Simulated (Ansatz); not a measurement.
Results of revPBE (plane waves, PAW; Ansatz, a program for electronic structure) for antifluorite Mg₂Ge.

Settings: plane-wave cutoff 520 eV, 10×10×10 k mesh, Fermi–Dirac smearing 0.01 eV, scalar-relativistic PAW data made under PBE.

A third-order Birch–Murnaghan fit to the energies gives V0 = 22.585 Å³/atom, B0 = 47.3 GPa, B′ = 4.2.

```tsv
V (Å³/atom)	P (GPa)
21.230	___
21.681	2.10
22.133	1.00
22.585	0.00
23.036	___
23.488	-1.71
23.940	___
```

Q: Estimate the withheld pressures from this fit; the answers are the runs' own values.

A: 
- 21.230, P (GPa): 3.33
- 23.036, P (GPa): -0.90
- 23.940, P (GPa): -2.44

The formula P = (3/2) B0 (x^(7/3) − x^(5/3)) [1 + (3/4)(B′ − 4)(x^(2/3) − 1)] with x = V0/V meets the computed pressures within 0.01 GPa when these rounded values are put in.

Measured, for comparison: equilibrium volume per atom 21.69 Å³/atom (temperature not stated, no zero-point or thermal correction; as tabulated in Grosch, Range, J. Alloys Compd. 235, 250 (1996)). Computed (rounded) less measured: equilibrium volume per atom +4.1 %.

The computed numbers hold no vibrational or temperature effects.
